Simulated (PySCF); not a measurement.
# State search for MgAl

Unrestricted PBE0; PySCF, no relativity, basis sets Mg 6-31G(d,p), Al 6-31G(d,p). Outer shells of the fragments: Mg 3s2; Al 3s2 3p1.

Followed along the bond (rough minima from three points):

```tsv
2Ms+1	unpaired	⟨S²⟩ at the start	R at minimum (Å)	Te (eV)
2	π ↑	0.78	2.91	0.00
2	σ ↑	0.76	3.26	0.21
4	σ ↑, π ↑↑	3.76	2.51	1.22
4	σ ↑↑, π ↑	3.75	2.75	1.29
2	σ ↑, π ↑↓	1.77	2.52	1.66
```

Solutions found at the starting distance of 2.550 Å, counted from the lowest of them; the search is not exhaustive and high or unbound solutions are not listed, so other states can lie among these:

```csv
2Ms+1,unpaired,term,E (eV),⟨S²⟩,⟨Lz²⟩,μ (D)
2,π ↑,²Π,0.00,0.78,1.00,-1.53
2,σ ↑,²Σ⁺,0.62,0.76,0.00,0.83
4,"σ ↑, π ↑↑",⁴Σ⁻,1.05,3.76,0.00,-2.58
4,"σ ↑↑, π ↑",⁴Π,1.19,3.75,1.00,-0.48
2,"σ ↑, π ↑↓",mixed,1.48,1.77,2.01,-2.46
2,"σ ↓, π ↑↑",mixed,1.54,1.78,0.00,-2.63
2,σ ↑,mixed,2.04,0.81,2.00,-2.07
4,"σ ↑, π ↑↑",mixed,2.99,3.77,2.01,0.26
2,π ↑,mixed,4.28,1.08,1.01,-3.39
```

A term symbol is given only where ⟨S²⟩ and ⟨Lz²⟩ are close to those of a pure state; real π, δ and φ orbitals otherwise mix terms. A positive dipole means Mg(−)Al(+).

Compare the gap between the two lowest followed solutions at the starting distance with the gap between their minima.

At PBE0 the second solution (doublet, unpaired electrons σ ↑) lies +0.62 eV from the first (doublet, unpaired electrons π ↑) at 2.550 Å and +0.21 eV at the minima; the two curves relax by different amounts, since their minima lie near 3.26 and 2.91 Å.

Counting both spins, an empty level lies below a filled one in some of these solutions, because spin and occupation are held.
